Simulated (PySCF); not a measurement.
Species: C₂H₈N, net charge 1, singlet state. It need not be the lowest isomer of its formula. 
Geometry from a B3LYP-D3(BJ)/def2-TZVP (Ansatz) optimisation:
```
C
H 1 1.0885
H 1 1.0885 2 108.90
C 1 1.5121 2 112.66 3 125.74
H 4 1.0897 1 108.70 2 -61.84
H 4 1.0914 5 107.52 1 121.26
H 4 1.0914 5 107.52 6 117.48
N 1 1.5257 2 105.87 3 -113.45
H 8 1.0230 1 111.81 2 57.76
H 8 1.0235 9 107.87 1 -122.16
H 8 1.0235 9 107.87 10 -115.68
```
Charge +1, spin multiplicity 1.

Dispersion corrections to the total energy (kcal/mol) from the dftd3 and dftd4 libraries through PySCF: D3(BJ) without and D4 with the three-body term, each with the damping fitted for the functional named.

```
functional  D3(BJ)     D4
----------  ------  -----
HF          -32.24    ___
B2GP-PLYP    -1.78  -1.03
BLYP         -7.76    ___
LC-wPBE      -3.23  -2.80
HSE06        -2.13  -1.92
BHLYP        -4.61  -2.64
BP86           ___  -3.21
```

**Question.** What belongs in the gaps?

**Answer.** 
- HF, D4: -10.65
- BLYP, D4: -5.91
- BP86, D3(BJ): -5.36
